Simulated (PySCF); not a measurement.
**AlCl: from constants to spectrum**

RHF-CCSD(T) constants of AlCl, ¹Σ⁺ (singlet), closed shell (basis Al aug-cc-pV(D+d)Z, Cl aug-cc-pV(D+d)Z; no relativity; PySCF 2.14; masses 26.9815 and 34.9689 u):

```
ωe              : 448.6 cm⁻¹
ωexe            : 1.75 cm⁻¹
Be              : 0.23147 cm⁻¹
αe              : 0.00147 cm⁻¹
D (centrifugal) : 2.47e-07 cm⁻¹
De to Al + Cl   : 4.87 eV
```

(1) Give the vibrational terms G(v) and spacings up to v = 6.

(2) How well does the Morse estimate ωe²/(4ωexe) reproduce De, and what is D0?

Measured values (Huber and Herzberg, Constants of Diatomic Molecules (1979)): ωe = 481.3 cm⁻¹, ωexe = 1.95 cm⁻¹, Be = 0.24393012 cm⁻¹, αe = 0.00161113 cm⁻¹.

Correlated steps freeze 10 core orbitals. Correlated levels converge slowly with the basis: in double zeta they bind strong bonds too weakly, by up to about 1 eV, and carry superposition errors of some tenths. Where the molecule has an RHF reference, its open-shell atoms are computed with UHF.

Results:

(1) G(v) = ωe(v+½) − ωexe(v+½)².

```csv
v,G(v) (cm⁻¹),G(v) − G(v−1),Bv (cm⁻¹)
0,223.9,,0.2307
1,669.0,445.1,0.2293
2,1110.6,441.6,0.2278
3,1548.7,438.1,0.2263
4,1983.3,434.6,0.2249
5,2414.4,431.1,0.2234
6,2842.0,427.6,0.2219
```

(2) It gives 3.56 eV, 73 % of the computed De. D0 = De − G(0) = 4.87 − 0.03 = 4.84 eV.
